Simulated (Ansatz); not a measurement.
The same path of FH$_{2}$NSi (5 atoms, charge 0, multiplicity 1) was run twice with different band settings. Lost on the way: Si2–H5. Made: N1–H5.

The calculation used RKS B3LYP-D4/cc-pVDZ (Ansatz 0.2.0).

Relaxed end points:

```xyz
5
Properties=species:S:1:pos:R:3
N -0.630 -1.049 0.148
Si 0.341 0.218 0.074
F 0.176 1.682 -0.655
H -1.545 -1.059 -0.306
H 1.658 0.208 0.738
```

```xyz
5
Properties=species:S:1:pos:R:3
N 0.069 -0.537 0.272
Si 0.752 1.014 -0.074
F -0.524 1.616 -0.975
H -0.847 -0.850 -0.048
H 0.550 -1.243 0.825
```

Common settings: climbing image yes; spring 5.0 eV/Å²; optimiser quadratic models (default); start path through a guess of the saddle point; force threshold 0.05 eV/Å; iteration limit 60; end points relaxed.

| run | movable images |
| --- | --- |
| 1 | 5 |
| 2 | 3 |

What does each run give, and how far can it be trusted?

Run 1: converged after 7 iterations, highest image 2.001 eV above the first end. Neighbouring images differ by up to 1.7 eV, so the band resolves the path poorly. A vibrational analysis at the climbing image gives 2 clearly imaginary modes (1357i, 247i cm⁻¹): a point of higher order, so a lower path passes nearby.
Run 2: converged after 8 iterations, highest image 2.001 eV above the first end. Neighbouring images differ by up to 2.6 eV, so the band resolves the path poorly. Another band between the same ends (5 images) ends at a top of the same energy, where a vibrational analysis finds 2 clearly imaginary modes. So few images can step over the top or miss a turn of the path.
The orbitals stay closed-shell, which can raise the energy where a bond breaks towards radicals; this wasn't checked here.
